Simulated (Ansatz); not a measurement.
This geometry of H₅PSi (7 atoms, charge 0, multiplicity 1) is a first-order saddle point.

Theory: RKS r2SCAN/def2-SVP (Ansatz).

```xyz
7
Properties=species:S:1:pos:R:3
Si -0.700 -0.325 -0.537
P 0.970 0.425 0.651
H -1.811 -0.339 0.460
H -0.483 -1.702 -1.077
H -1.062 0.555 -1.689
H 0.811 0.752 2.001
H 2.276 0.633 0.191
```

Which two structures does it join? (They come from a converged band through this point; their orientation in space is the band's.)

No bond is made or broken. The height of P2 over the plane of its neighbours goes from -0.87 to 0.87 Å. The two ends are copies of one structure, up to a mirror image or an exchange of like atoms.

Image 0:

```xyz
7
Properties=species:S:1:pos:R:3
Si -0.631 -0.358 -0.389
P 1.095 -0.014 1.044
H -1.856 -0.622 0.422
H -0.318 -1.571 -1.203
H -0.897 0.788 -1.311
H 0.645 1.292 1.414
H 1.963 0.485 0.022
```

Image 10:

```xyz
7
Properties=species:S:1:pos:R:3
Si -0.673 -0.216 -0.422
P 0.790 1.002 0.815
H -1.929 -0.368 0.371
H -0.169 -1.572 -0.797
H -0.977 0.548 -1.668
H 1.054 -0.073 1.721
H 1.905 0.680 -0.020
```

How far does it lie above each of them?

100.2 kJ/mol above the first and 100.2 kJ/mol above the second. This is the barrier of this one path; another mechanism may lie lower.

Time of the run: 4.7 min on 1 thread of Arm Neoverse V2, on a shared host, peak memory 0.11 GiB.
